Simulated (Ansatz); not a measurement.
# C₂H₆O (singlet): from Hartree-Fock to the top rungs, 6-31G*

How much of the correlation energy of C₂H₆O (singlet) does each wave-function method recover here?

Program: Ansatz 0.2.0, Gaussian basis. Level of theory: 6-31G*, core rule «outside noble gas», up to 3 orbitals frozen. These are calculated values, not measurements.

Plan: UHF; CCSD(T) on RHF; BCCD(T) on RHF; CISD; CCSDT(Q) on RHF; CASSCF and MRCISD+Q, 8 electrons in 8 orbitals; CASSCF and NEVPT2, 8 electrons in 8 orbitals.

17 further runs of the same task are left out: 17 set aside as unsound or not needed.

### 1 The geometry

The geometry is an MP2(full)/6-31G* stationary point (not a proven minimum).

9 atoms, charge 0, spin multiplicity 1.

Atoms are counted from 1 here; the program's logs count them from 0.

Bond lengths: C1–C2 1.512 Å, C1–H7 1.093 Å, C1–H8 1.092 Å, C1–H9 1.092 Å, C2–O3 1.427 Å, C2–H5 1.099 Å, C2–H6 1.099 Å, O3–H4 0.971 Å. Angles: C2–C1–H7 110.7°, C2–C1–H8 110.0°, C2–C1–H9 110.0°, H7–C1–H8 108.8°, H7–C1–H9 108.8°, H8–C1–H9 108.5°, C1–C2–O3 107.1°, C1–C2–H5 110.1°, C1–C2–H6 110.1°, O3–C2–H5 110.9°, O3–C2–H6 110.9°, H5–C2–H6 107.6°, C2–O3–H4 107.7°.

### 2 UHF

in.yaml reads:

```yaml
crystal:
  periodic: [false, false, false]
  atoms:
    - {symbol: C, position_ang: [1.221980, -0.381754, 0.000000]}
    - {symbol: C, position_ang: [0.053799, 0.578090, 0.000000]}
    - {symbol: O, position_ang: [-1.136284, -0.209041, 0.000000]}
    - {symbol: H, position_ang: [-1.892824, 0.400153, 0.000000]}
    - {symbol: H, position_ang: [0.096356, 1.226136, 0.886933]}
    - {symbol: H, position_ang: [0.096356, 1.226136, -0.886933]}
    - {symbol: H, position_ang: [2.169690, 0.163428, 0.000000]}
    - {symbol: H, position_ang: [1.182398, -1.018606, 0.885881]}
    - {symbol: H, position_ang: [1.182398, -1.018606, -0.885881]}
basis:
  gaussian: {orbitals: "6-31G*"}
magnetization: {spin_polarized: true, initial_magnetization: 0}
hamiltonian: {xc: hf}
output: {orbitals: {seedname: orbitals}}
```

Launch:

```
$ ansatz run in.yaml --threads 1 --pin off --events-out ev --progress --plain --max-ram 4096MiB --backend cpu
```

The runs that follow: CCSD(T) on RHF; BCCD(T) on RHF; CISD; CCSDT(Q) on RHF; CASSCF and MRCISD+Q, 8 electrons in 8 orbitals; CASSCF and NEVPT2, 8 electrons in 8 orbitals.

Before running them: what should the planned runs give, taken together? Wanted: RCCSDT(Q) below the RHF energy; RMP2 from RCCSDT(Q); RCCSD from RCCSDT(Q); RCCSD(T) from RCCSDT(Q); T1 diagnostic.

**Answer**, as computed:

| quantity | value |
| --- | --- |
| RCCSDT(Q) below the RHF energy | -13.2965 eV |
| RMP2 from RCCSDT(Q) | +1253.2 meV |
| RCCSD from RCCSDT(Q) | +337.2 meV |
| RCCSD(T) from RCCSDT(Q) | +41.6 meV |
| levels within 1 kcal/mol (43 meV) | RCCSD(T), BCCD(T), RCCSDT |
| T1 diagnostic | 0.008 |

What this shows: RCCSD(T) lands +41.6 meV from the yardstick (0.3 % of the correlation energy). These misses are within one basis, not against nature.
